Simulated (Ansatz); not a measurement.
# C₂H₃NO: basis-set convergence

An exercise on one series of results from a longer session: the logs are not shown, and one member is left open.

The runs use Ansatz 0.2.0, Gaussian basis; one geometry, several basis sets.

Plan: PBE0-D4/def2-SVP; ωB97M-V/def2-SVP; PBE0-D4/def2-QZVPP; ωB97M-V/def2-QZVPP; the functionals' def2-TZVPP values are taken from earlier runs.

### Structure used throughout

The geometry comes from an earlier relaxation with PBE0-D4 in a triple-zeta def2 set; it is a stationary point, not always the lowest conformer.

SMILES `N=CC=O`, 7 atoms, charge 0, spin multiplicity 1.

Atoms are counted from 1 here; the program's logs count them from 0.

Bond lengths: N1–C2 1.261 Å, N1–H5 1.027 Å, C2–C3 1.506 Å, C2–H6 1.092 Å, C3–O4 1.200 Å, C3–H7 1.108 Å. Angles: C2–N1–H5 108.8°, N1–C2–C3 122.8°, N1–C2–H6 119.8°, C3–C2–H6 117.3°, C2–C3–O4 122.0°, C2–C3–H7 116.5°, O4–C3–H7 121.5°.

Set-up of the first run:

in.yaml reads:

```yaml
crystal:
  periodic: [false, false, false]
  atoms:
    - {symbol: N, position_ang: [-0.987945, 1.082066, -0.389480]}
    - {symbol: C, position_ang: [-0.144881, 0.543962, 0.378292]}
    - {symbol: C, position_ang: [0.556192, -0.747016, 0.045339]}
    - {symbol: O, position_ang: [0.348235, -1.338572, -0.977750]}
    - {symbol: H, position_ang: [-1.090597, 0.499638, -1.229119]}
    - {symbol: H, position_ang: [0.102394, 1.017877, 1.330914]}
    - {symbol: H, position_ang: [1.277801, -1.125955, 0.796102]}
basis:
  gaussian: {orbitals: def2-SVP}
hamiltonian: {xc: pbe0, dispersion: d4}
output: {orbitals: {seedname: orbitals}}
```

Launch:

```sh
ansatz run in.yaml --threads 2 --pin off --events-out ev --progress --plain --max-ram 4352MiB
```

Among the steps run: PBE0-D4 in def2-SVP; ωB97M-V in def2-SVP; PBE0-D4 in def2-QZVPP; ωB97M-V in def2-QZVPP.

One of the session's tables, all rows but one given; the rest of the session is left out.

It belongs to the step «Functionals by basis». 

```
functional       basis  HOMO (eV)  LUMO (eV)
   PBE0-D4    def2-SVP          ?          ?
   PBE0-D4  def2-TZVPP      -7.91      -2.71
   PBE0-D4  def2-QZVPP      -7.94      -2.77
   ωB97M-V    def2-SVP     -10.10      -0.06
   ωB97M-V  def2-TZVPP     -10.29      -0.37
   ωB97M-V  def2-QZVPP     -10.33      -0.46
```

**Question.** Estimate the row for PBE0-D4, def2-SVP.

As computed: HOMO (eV): -7.74; LUMO (eV): -2.48. In the column «HOMO (eV)» it is the highest.
